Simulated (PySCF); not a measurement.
# Working out the ionisation energy of Mg

Mg [Ne] 3s2 (1S) → Mg⁺ [Ne] 3s1 (2S). Calculation: PySCF 2.14, in aug-cc-pCVTZ-DK; scalar relativity by spin-free X2C-1e. Frozen: 1s2. Energies in hartree (1 hartree = 27.21139 eV):

```tsv
part	Mg (lower)	Mg⁺ (upper)
UHF	-199.919602	-199.676473
CCSD correlation	-0.302778	-0.267496
(T)	-0.003362	-0.002147
```

What does Hartree-Fock give?

(-199.676473) − (-199.919602) = 0.243129 hartree = 6.616 eV.

What do CCSD and CCSD(T) give?

The CCSD correlation energies differ by 0.035282 hartree = 0.960 eV and the triples by 0.001215 hartree = 0.033 eV, so CCSD gives 7.576 eV and CCSD(T) 7.609 eV.

Measured between the centres of the two terms (NIST): 7.646 eV, so CCSD(T) (valence and next inner shell) is off by -0.037 eV.

What remains against the reference includes basis incompleteness, the frozen core and higher excitations.
